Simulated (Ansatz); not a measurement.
## Relaxing Zn₂Bi

Computed with Ansatz, DFT PBE, scalar-relativistic, plane waves, PAW. Cutoff 420 eV, Γ-centred k mesh, Gaussian smearing, no spin polarisation in the final step.

A relaxed cell is given with its space group left out.

```
Zn Bi
1.0
     4.39147    0.00000    0.00000
    -2.19574    3.80312    0.00000
     0.00000    0.00000    3.94853
Zn Bi
2 1
Direct
  0.33333 0.66667 0.50000
  0.66667 0.33333 0.50000
  0.00000 0.00000 0.00000
```

Formation energies are uncorrected and refer to the elements' standard structures at the same level.

Question: What space group does it have?

Answer: P6/mmm (No. 191). Conventional cell: a = 4.391 Å, c = 3.949 Å. Around Zn lie 3 Zn at 2.54 Å; around Bi lie 12 Zn at 3.21 Å.

Question: How far does it lie from the elements in energy?

Answer: 0.15 eV/atom.

Question: Is it a metal?

Answer: Yes, bands cross the Fermi level on the 12×12×16 mesh.

The final run used a 12×12×16 mesh on its 3-atom cell and 0.10 eV smearing. For metals, differences of a few meV/atom aren't resolved. Spin–orbit coupling is left out. The cell came from a trial start, so Zn₂Bi may not exist in this structure.

Cost: 3 runs of about 3.9 core-minutes in all, on Intel Xeon Platinum 8375C (Ice Lake) (shared hosts).